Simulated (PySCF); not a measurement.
PySCF job for HN2, SMILES N#[NH+], charge +1, B3LYP/pcJ-2. Coordinates come from a B3LYP-D3(BJ)/def2-TZVPD optimisation. The isomer is the one that the SMILES or the coordinates give; other isomers of the formula were not compared.

```python
import numpy as np
from pyscf import gto, scf, dft
from pyscf.prop.ssc import rks as ssc

mol = gto.M(
    atom='''
    N     0.00000000    0.00000000    0.64837398
    N     0.00000000    0.00000000   -0.43760346
    H     0.00000000    0.00000000   -1.47539362
    ''',
    basis='pcJ-2',
    charge=1,
    spin=0,
    max_memory=1600,
    verbose=3,
)
mf = dft.RKS(mol, xc='b3lyp')
mf.grids.level = 3
mf.conv_tol = 1e-10
mf.max_cycle = 100
mf.kernel()
j = ssc.SSC(mf)
j.with_fcsd = True
j.max_cycle_cphf = 80
j.conv_tol = 1e-7
e11 = j.kernel()
```

Log of the run:

```
converged SCF energy = -109.772232573071
Reduced spin-spin coupling constant K (Hz)
               #0        #1        #2
        0 N    0.00000
        1 N   -1.01440   0.00000
        2 H    1.75569  52.59665   0.00000
Spin-spin coupling constant J (Hz)
               #0        #1        #2
        0 N    0.00000
        1 N   -0.16537   0.00000
        2 H    3.95959 118.62046   0.00000
```

The calculation finished and met its thresholds.

Cost: roughly 17 core-seconds.
